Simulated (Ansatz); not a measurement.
Input file:

```yaml
crystal:
  periodic: [false, false, false]
  atoms:
    - {symbol: Li, position_ang: [0.000000, 0.000000, 0.000000]}
    - {symbol: Be, position_ang: [0.000000, 0.000000, 2.294000]}
basis:
  gaussian: {orbitals: cc-pCVTZ, point_charges: [{charge: -1.00, position_ang: [4.753, 0.239, -0.106]}]}
total_charge: -1
magnetization: {spin_polarized: false}
correlation: {method: ccsd, electrons: outside_noble_gas}
```

```sh
$ ansatz run in.yaml --threads 1 --pin off --events-out ev --progress --plain --max-ram 2393MiB
```

The program prints:

```
519 factors; integrals over basis functions are off by at most 1.3e-3 eV
mean field evaluation 1: about -594.4953 eV, gradient 7.4e0 eV
mean field evaluation 2: about -594.4711 eV, gradient 7.4e0 eV
mean field evaluation 4: about -595.7690 eV, gradient 1.3e0 eV
mean field evaluation 8: about -595.8019 eV, gradient 3.0e-2 eV
mean field evaluation 16: about -594.4953 eV, gradient 7.4e0 eV
mean field evaluation 32: about -595.7921 eV, gradient 8.7e-1 eV
mean field evaluation 64: about -583.8686 eV, gradient 7.3e0 eV
mean field evaluation 96: about -581.6116 eV, gradient 1.8e1 eV
mean field evaluation 128: about -593.5862 eV, gradient 2.0e-2 eV
mean field evaluation 160: about -594.9873 eV, gradient 2.3e0 eV
mean field evaluation 192: about -594.8661 eV, gradient 1.7e-5 eV
a density is far from that of the atoms, so the factors are made again for it
528 factors; integrals over basis functions are off by at most 1.3e-3 eV
mean field evaluation 224: about -595.1117 eV, gradient 4.0e0 eV
mean field evaluation 256: about -595.7992 eV, gradient 2.4e-1 eV
mean field evaluation 288: about -577.9792 eV, gradient 1.6e1 eV
mean field evaluation 320: about -593.7126 eV, gradient 6.8e-1 eV
mean field evaluation 352: about -594.7830 eV, gradient 9.0e-1 eV
mean field evaluation 384: about -594.3150 eV, gradient 2.5e0 eV
mean field -595.80187748 eV, -21.8953151485 hartree, gradient 4.5e-6 eV, S^2 0.000000; 10 other end points of the search recorded, 0 dependent functions left out; unrestricted orbitals would lower it
determinant -595.80187748 eV, -21.8953151485 hartree, with singles and doubles -598.29009608 eV, -21.9867554953 hartree
determinant -594.86609275 eV, -21.8609256937 hartree, with singles and doubles -597.10319893 eV, -21.9431378295 hartree
determinant -594.37450175 eV, -21.8428600578 hartree, with singles and doubles -596.69044818 eV, -21.9279695193 hartree
determinant -593.58606032 eV, -21.8138853698 hartree, with singles and doubles -596.68328710 eV, -21.9277063544 hartree
determinant -595.80187748 eV, -21.8953151485 hartree, with singles and doubles -598.20506119 eV, -21.9836305208 hartree
determinant -594.86609275 eV, -21.8609256937 hartree, with singles and doubles -597.03833039 eV, -21.9407539547 hartree
determinant -594.37450175 eV, -21.8428600578 hartree, with singles and doubles -596.61956688 eV, -21.9253646797 hartree
determinant -593.58606032 eV, -21.8138853698 hartree, with singles and doubles -596.16473664 eV, -21.9086499767 hartree
2 core orbitals not correlated: weight in the atoms' cores, before any rotation towards them, 1.000 or more for the frozen orbitals, at most 0.000 for the correlated occupied ones
reference -595.80187748 eV, -21.8953151485 hartree; 2, 2 occupied and 82, 82 virtual orbitals, 528 factors
second order -1.68813291 eV of doubles, -0.00000000 eV of singles
cycle   1  -2.39951498 eV  change    3.7e-3 eV  update   6.0e-3
cycle   2  -2.39715043 eV  change    2.4e-3 eV  update   5.0e-3
cycle   3  -2.39351281 eV  change    3.6e-3 eV  update   3.5e-3
cycle   4  -2.39774438 eV  change   -4.2e-3 eV  update   2.1e-3
cycle   5  -2.39882435 eV  change   -1.1e-3 eV  update   6.2e-4
cycle   6  -2.39904203 eV  change   -2.2e-4 eV  update   3.3e-4
cycle   7  -2.39884805 eV  change    1.9e-4 eV  update   1.7e-4
cycle   8  -2.39880111 eV  change    4.7e-5 eV  update   6.5e-5
cycle   9  -2.39876107 eV  change    4.0e-5 eV  update   2.6e-5
cycle  10  -2.39876124 eV  change   -1.7e-7 eV  update   1.0e-5
cycle  11  -2.39876050 eV  change    7.3e-7 eV  update   5.0e-6
Total energy: -598.20063799 eV, -21.9834679711 hartree
```

Ran on 1 thread of Arm Neoverse V2, shared host: 4.9 s wall, 0.22 GiB peak host memory.
